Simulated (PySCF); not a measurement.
Species: C6H11 (charge +1).
Structure used (PBE0-D3(BJ)/def2-SVP), in Å, numbered top down from 1:
```xyz
17
C6H11 angstrom
C     -0.632    1.342   -0.502
C     -0.607    0.381    0.614
C     -1.879   -0.257    0.989
C      0.560    0.044    1.319
C      1.941   -0.013    0.566
C      1.721    1.097    1.457
H     -1.254    0.951   -1.324
H      0.348    1.648   -0.883
H     -1.169    2.241   -0.143
H     -1.950   -1.182    0.378
H     -1.909   -0.571    2.041
H     -2.754    0.354    0.727
H      0.454   -0.650    2.155
H      2.533   -0.870    0.898
H      1.898    0.136   -0.516
H      2.148    1.080    2.463
H      1.512    2.090    1.052
```

Linear response at CAM-B3LYP/def2-SVPD (PySCF, frozen core in the response, non-relativistic). Isolated species at its PBE0-D3(BJ)/def2-SVP geometry (one conformer only).

Static isotropic polarisability: 68.36 au (10.13 Å³), principal values 54.2, 62.6, 88.3 au.

Task: What is the polarisability at 1064 nm and at the sodium D line?

Result: 69.09 au at 1064 nm (+1.1 %), 70.89 au at 589.3 nm (+3.7 %). The rise at 589.3 nm is 3.47 times that at 1064 nm; a pure ω² law gives 3.26. The lowest singlet lies at 219 nm, shorter than both wavelengths.

Task: What is the isotropic C6 coefficient between two such ions, C6 = (3/π)∫α(iω)² dω?

Result: 1935 au (Eh·bohr⁶) by a ten-point quadrature over imaginary frequencies, which is 1160 eV·Å⁶ or 112 J·nm⁶/mol.

Task: Which effective excitation energy ω̄ makes London's formula C6 = (3/4)α²ω̄ exact here?

Result: ω̄ = 4·C6/(3α²) = 0.552 Eh = 15.0 eV. A one-pole form α(ω) = α/(1 − ω²/ω̄²) fitted to the 1064 nm value gives 11.4 eV.

Task: How anisotropic is the static polarisability, by Δα² = ½[(α1 − α2)² + (α2 − α3)² + (α3 − α1)²]?

Result: Δα = 30.8 au, or 0.45 of the isotropic value.

Task: What three-body coefficient follows from the one-pole estimate C9 = (3/4)·α·C6?

Result: 99200 au. This is an estimate from the two numbers above, not a computed integral.

Task: The lowest 6 singlets have (eV, f): 5.67, 0.004; 5.87, 0.433; 6.36, 0.002; 6.75, 0.005; 6.94, 0.016; 7.69, 0.138. What share of the static polarisability do they carry in the sum over states α = Σ f/ω²?

Result: 11.46 au, 16.8 % of α; the largest term, 9.29 au, is that of the state at 5.87 eV. Their oscillator strengths add up to 0.60. Higher states carry the rest.
